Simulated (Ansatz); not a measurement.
Total energies of C$_{8}$H$_{18}$ (`CCCC(C)CCC`).

```xyz
26

C     1.0691    0.1535   -3.0046
C     0.1826   -0.1728   -1.8149
C     0.9825   -0.6821   -0.6253
C     0.1663   -1.0844    0.6060
C    -0.6746   -2.3272    0.3463
C    -0.7066    0.0429    1.1530
C     0.0383    1.3167    1.5160
C    -0.8613    2.3541    2.1652
H     1.6178   -0.7309   -3.3407
H     0.4878    0.5256   -3.8515
H     1.8076    0.9181   -2.7468
H    -0.5628   -0.9177   -2.1118
H    -0.3801    0.7219   -1.5280
H     1.5741   -1.5496   -0.9431
H     1.7127    0.0839   -0.3409
H     0.8932   -1.3384    1.3896
H    -1.1719   -2.6608    1.2609
H    -0.0607   -3.1536   -0.0217
H    -1.4545   -2.1352   -0.3957
H    -1.2267   -0.3283    2.0448
H    -1.4971    0.2782    0.4293
H     0.8661    1.0708    2.1920
H     0.4980    1.7474    0.6202
H    -1.3051    1.9690    3.0877
H    -1.6825    2.6337    1.4989
H    -0.3124    3.2650    2.4152
```

Charge 0, multiplicity 1. Geometry: relaxed with PBE0-D4/def2-TZVP. It is one conformer, not always the lowest. Basis def2-TZVPP, Ansatz.

RPA on PBE orbitals: Hartree–Fock energy of these orbitals -313.47450 Eh, correlation -2.40176 Eh (frozen core).

```
             functional  energy without D4 (Eh)  D4 term (kJ/mol)
            LDA (SPW92)              -312.79636                 –
                 revPBE              -315.70587            -184.1
                   BLYP              -315.60657            -121.1
                 r2SCAN              -315.61340             -16.0
                   PBE0              -315.42219             -47.3
                  B3LYP              -315.83477             -87.0
                r2SCANh              -315.60530             -16.6
                r2SCAN0              -315.59466             -18.0
HSE06 (plane-wave form)              -315.40133             -43.7
                  BHLYP              -315.61002             -59.9
                ωB97X-V              -315.73704                 –
                ωB97M-V              -315.62550                 –
                 B2PLYP              -315.50390                 –
               PBE-QIDH              -315.38776                 –
```

(1) Give the same for PBE, B97M-V, CAM-B3LYP, LC-ωPBE. (Best estimate.)

B3LYP takes the VWN-RPA correlation (the form of Gaussian; ORCA's B3LYP/G). HSE06 is the plane-wave form, built on full-range PBE exchange. The double hybrids freeze the cores in their second-order part.

Answers

(1) Computed: 
| functional | energy without D4 (Eh) | D4 term (kJ/mol) |
| --- | --- | --- |
| PBE | -315.35322 | -55.7 |
| B97M-V | -315.83300 | – |
| CAM-B3LYP | -315.62679 | -47.3 |
| LC-ωPBE | -315.63299 | – |

LC-ωPBE has ω = 0.4 bohr⁻¹.
